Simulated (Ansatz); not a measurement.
**P2 (diphosphorus): from total energies to a heat of formation**

The species is P2 (2 atoms), meant as a singlet with charge 0. SMILES: `P#P`. The bond length is the measured one.

```
atom   x (Å)   y (Å)   z (Å)
   P  0.0000  0.0000  0.0000
   P  0.0000  0.0000  1.8934
```

Total energies at HSE06/def2-TZVPPD (Ansatz 0.2.0); the atoms run unrestricted:

```tsv
species	state	energy (Eh)
P2	singlet	-682.435245
P	quartet	-341.128246
```

Harmonic wavenumbers at wB97M-V/jorge-QZP, in cm⁻¹: 857.

Measured heats of formation of the gaseous atoms at 298.15 K, in kJ/mol: P 316.4. Take 1 Eh = 2625.50 kJ/mol, 1 cm⁻¹ = 0.0119627 kJ/mol, RT = 2.479 kJ/mol.

Task: What heat of formation follows?

Result: 
1. Electronic atomisation energy: 2 × (-341.128246) − (-682.435245) = 0.178753 Eh = 469.3 kJ/mol.
2. Zero-point energy: half the sum of the wavenumbers, 428.5 cm⁻¹ = 5.1 kJ/mol.
3. Thermal vibrational enthalpy, Σ hcν̃/(exp(hcν̃/kT) − 1): 0.2 kJ/mol. Translation, rotation and pV of a linear molecule: 3.5 RT = 8.7 kJ/mol.
4. The 2 free atoms carry 5/2 RT each: 12.4 kJ/mol.
5. Atomisation enthalpy at 298 K: 469.3 − 5.1 − 0.2 − 8.7 + 12.4 = 467.7 kJ/mol.
6. Sum of the atoms' heats of formation: 632.8 kJ/mol. Heat of formation: 632.8 − 467.7 = +165.1 kJ/mol.

The tabulated value is +143.7 kJ/mol (NIST-JANAF tables), so this level is off by +21.4 kJ/mol, or 4.4 % of the atomisation enthalpy. Anharmonicity and any spin-orbit splitting of the molecule are left out.
